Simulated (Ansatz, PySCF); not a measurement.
CH₂Cl₂, SMILES ClCCl.

Coordinates come from a r2SCAN-D4/def2-TZVP optimisation.

Vertical ionisation energy (IE) and electron affinity (EA) in eV. Rows of orbital energies are one-electron estimates. Where ΔSCF, EOM or ADC give a negative EA the extra electron is unbound and the value depends on the basis.

```json
[
 {"level": "−ε(HOMO), −ε(LUMO), PBE0/def2-TZVPD (PySCF)", "IE": "8.77", "EA": "0.49"},
 {"level": "−ε(HOMO), −ε(LUMO), PBE/def2-TZVPD (PySCF)", "IE": "7.35", "EA": "1.50"},
 {"level": "ADC(2)/aug-cc-pVDZ (PySCF)", "IE": "10.93", "EA": "-0.62"},
 {"level": "ΔSCF, PBE0/def2-TZVPD (Ansatz), final states of multiplicity 2 and 2", "IE": "11.11", "EA": "-0.97"},
 {"level": "ΔSCF, PBE/def2-TZVPD (Ansatz), final states of multiplicity 2 and 2", "IE": "10.66", "EA": "-0.76"}
]
```

### Question
What vertical singlet–triplet gap does ΔSCF give with PBE0/def2-TZVPD (Ansatz, a quantum-chemistry and plane-wave program) and with PBE/def2-TZVPD (Ansatz)? (Estimate from the structure and the level; the computed values follow.)

### Answer
6.25 and 5.71 eV (triplet above singlet where positive).

### Question
Beyond the first one, list the lowest photoelectron lines from ADC(2)/aug-cc-pVDZ in PySCF 2.14.0 with their pole strengths (two spins summed). (Estimate from the structure and the level; the computed values follow.)

### Answer
11.01 eV (1.81), 11.60 eV (1.81), 11.63 eV (1.81), 14.75 eV (1.78), 15.29 eV (1.77).
